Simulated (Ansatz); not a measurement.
Basis-set extrapolation for `C#CC(C)OC` (PBE0-D4/def2-TZVP geometry, frozen core, Ansatz 0.2.0). Multiplicity 1, RHF reference.

|  | def2-TZVPP | def2-QZVPP |
| --- | --- | --- |
| HF | -268.882791 | -268.894958 |
| MP2 correlation | -1.057694 | -1.128739 |
| CCSD(T) correlation | -1.145901 | not run |

Energies in hartree. Use E(X) = E(∞) + A·exp(−7.88·√X) for Hartree–Fock and E(X) = E(∞) + B·X^(−2.97) for correlation, with X = 3 and 4, and add CCSD(T) minus MP2 of the smaller set to the MP2 limit.

What is the CCSD(T) energy at the basis-set limit?

HF limit: -268.894958 + (-0.012167) × 0.13774 = -268.89663. MP2 limit: -1.128739 + (-0.071045) × 0.74074 = -1.18136. Higher-order term: -1.145901 − (-1.057694) = -0.08821. Total: -270.16620 hartree, 3.74 eV below CCSD(T)/def2-TZVPP.
